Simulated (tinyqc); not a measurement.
Worked calculation: CID on RHF in the sto-3g basis, frozen core, for LiH, spin multiplicity 1. One step of it, computed by the program tinyqc.

Problem. CID: roots. Diagonalise (each vector has its largest component positive (the first on a tie)); all determinants have Ms = 0, so triplets appear too. The lowest singlet root is the correlation energy.

Occupation strings over the orbitals (2 doubly, a alpha, b beta, 0 empty; spin orbitals ordered 1a 1b 2a 2b ...): 220000 202000 20a00b 200200 200020 20b00a 200002

H - E(HF) between determinants (hartree), lower triangle:
```
           220000     202000     20a00b    200200    200020     20b00a    200002
220000   0.000000
202000   0.017835   0.625031
20a00b  -0.040281   0.105594   0.573888
200200   0.021770   0.041327  -0.012694  0.639579
200020   0.021770   0.041327  -0.012694  0.016869  0.639579
20b00a   0.040281  -0.105594  -0.028723  0.012694  0.012694   0.573888
200002   0.128474   0.028723   0.023617  0.019631  0.019631  -0.023617  0.810354
```

Give: lowest roots of this matrix, relative to E(HF); lowest vectors; <S^2> of these roots; weight of the ground state by excitation level 0, 1, 2, ....

Solution.

lowest roots of this matrix, relative to E(HF) (hartree): -0.0278  0.4516  0.5452  0.6227  0.6664  0.7471  0.8571

lowest vectors:
```
         root 1   root 2  root 3   root 4
220000   0.9814   0.0918  0.0000   0.0000
202000  -0.0415   0.6708  0.0000   0.0000
20a00b   0.0745  -0.4786  0.7071   0.0000
200200  -0.0216  -0.2043  0.0000   0.7071
200020  -0.0216  -0.2043  0.0000  -0.7071
20b00a  -0.0745   0.4786  0.7071   0.0000
200002  -0.1522  -0.0012  0.0000   0.0000
```

<S^2> of these roots: 0.0000  0.0000  2.0000  0.0000  0.0000  0.0000  0.0000

weight of the ground state by excitation level 0, 1, 2, ...: 0.9631  0.0000  0.0369
